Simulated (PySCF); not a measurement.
**$^{17}$O chemical shifts**

One averaged value for each set of equivalent atoms, a single conformation, non-relativistic Hamiltonian, no solvent. Structure optimised with GFN2-xTB; shieldings: GIAO PBE0/pcSseg-1; PySCF.

Shieldings were converted by a linear fit to measured shifts: $^{17}$O (scatter 11.6 ppm rms vs liquid water, solution or neat liquid). A few per cent of atoms miss by over 2 rms, more outside the fitted compound classes.

(1) Give the $^{17}$O shifts of `CC(=O)OC(C)(C)C`.

(2) Order these by $^{17}$O shift, lowest first.
A. OC1CCCCC1
B. ONc1ccccc1
C. CCC(=O)CC
D. CCC(N)=O
E. CC(C)CO

Results:

(1) 
```
                                               compound                environment  δ (ppm)
[CH3:1][C:2](=[O:3])[O:4][C:5]([CH3:6])([CH3:7])[CH3:8]  O3: ester carbonyl oxygen    362.1
[CH3:1][C:2](=[O:3])[O:4][C:5]([CH3:6])([CH3:7])[CH3:8]    O4: ester alkoxy oxygen    192.3
```

(2) E (3.6 ppm, alcohol oxygen), A (35.5 ppm, alcohol oxygen), B (71.6 ppm, N–OH oxygen), D (340.9 ppm, amide-type carbonyl oxygen), C (543.1 ppm, ketone oxygen).

In solution the two oxygens of a carboxylic acid give one averaged line by proton exchange, and hydrogen bonding shields acid and N–H amide carbonyl oxygens by tens of ppm; neither is in these numbers.
